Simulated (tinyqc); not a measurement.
Worked calculation (part 3 of 3): UHF in the sto-3g basis, for H2O, spin multiplicity 1. Computed by tinyqc, a small Python program that keeps every step (integrals from PySCF). Command: `OMP_NUM_THREADS=1 python tinyqc.py 24139 24140 out.jsonl` (the two numbers bound the seeds that draw the settings). One thread of a shared host (Intel(R) Xeon(R) Processor @ 2.60GHz), about 0.1 s of CPU time with the checks.

Geometry (angstrom):
```
atom       x        y       z
O     0.0000   0.0000  0.0000
H     0.0000   0.8080  0.5880
H     0.0000  -0.8080  0.5880
```

## Populations, bond orders and dipole

D(alpha) after iteration 30:
```
          1O 1s    1O 2s  1O 2px   1O 2py   1O 2pz    2H 1s    3H 1s
1O 1s    1.0533  -0.2245  0.0000   0.0000   0.0544  -0.0134  -0.0134
1O 2s   -0.2245   0.9854  0.0000   0.0000  -0.3035  -0.0166  -0.0166
1O 2px   0.0000   0.0000  1.0000   0.0000   0.0000   0.0000   0.0000
1O 2py   0.0000   0.0000  0.0000   0.3605   0.0000   0.2678  -0.2678
1O 2pz   0.0544  -0.3035  0.0000   0.0000   0.6182   0.2436   0.2436
2H 1s   -0.0134  -0.0166  0.0000   0.2678   0.2436   0.3078  -0.0902
3H 1s   -0.0134  -0.0166  0.0000  -0.2678   0.2436  -0.0902   0.3078
```

D(beta) after iteration 30:
```
          1O 1s    1O 2s  1O 2px   1O 2py   1O 2pz    2H 1s    3H 1s
1O 1s    1.0533  -0.2245  0.0000   0.0000   0.0544  -0.0134  -0.0134
1O 2s   -0.2245   0.9854  0.0000   0.0000  -0.3035  -0.0166  -0.0166
1O 2px   0.0000   0.0000  1.0000   0.0000   0.0000   0.0000   0.0000
1O 2py   0.0000   0.0000  0.0000   0.3605   0.0000   0.2678  -0.2678
1O 2pz   0.0544  -0.3035  0.0000   0.0000   0.6182   0.2436   0.2436
2H 1s   -0.0134  -0.0166  0.0000   0.2678   0.2436   0.3078  -0.0902
3H 1s   -0.0134  -0.0166  0.0000  -0.2678   0.2436  -0.0902   0.3078
```

overlap S:
```
         1O 1s   1O 2s  1O 2px   1O 2py  1O 2pz   2H 1s    3H 1s
1O 1s   1.0000  0.2367  0.0000   0.0000  0.0000  0.0488   0.0488
1O 2s   0.2367  1.0000  0.0000   0.0000  0.0000  0.4476   0.4476
1O 2px  0.0000  0.0000  1.0000   0.0000  0.0000  0.0000   0.0000
1O 2py  0.0000  0.0000  0.0000   1.0000  0.0000  0.3060  -0.3060
1O 2pz  0.0000  0.0000  0.0000   0.0000  1.0000  0.2227   0.2227
2H 1s   0.0488  0.4476  0.0000   0.3060  0.2227  1.0000   0.2169
3H 1s   0.0488  0.4476  0.0000  -0.3060  0.2227  0.2169   1.0000
```

Mulliken: Z minus the diagonal of D S on the atom; Loewdin: the same with S^(1/2) D S^(1/2); Mayer order: 2 sum_s sum (D(s) S)_ij (D(s) S)_ji over the two atoms.

Charges (e):
```
atom  Mulliken  Loewdin  Mulliken spin
1O     -0.3347  -0.2358              0
2H      0.1674   0.1179              0
3H      0.1674   0.1179              0
```

Mayer bond orders:
```
pair   order
2-1   0.9579
3-1   0.9579
3-2   0.0141
```

dipole moment about the origin, x y z (debye): 0.0000  0.0000  1.6499

<S^2> of the determinant (pure state: 0) = 0.0000
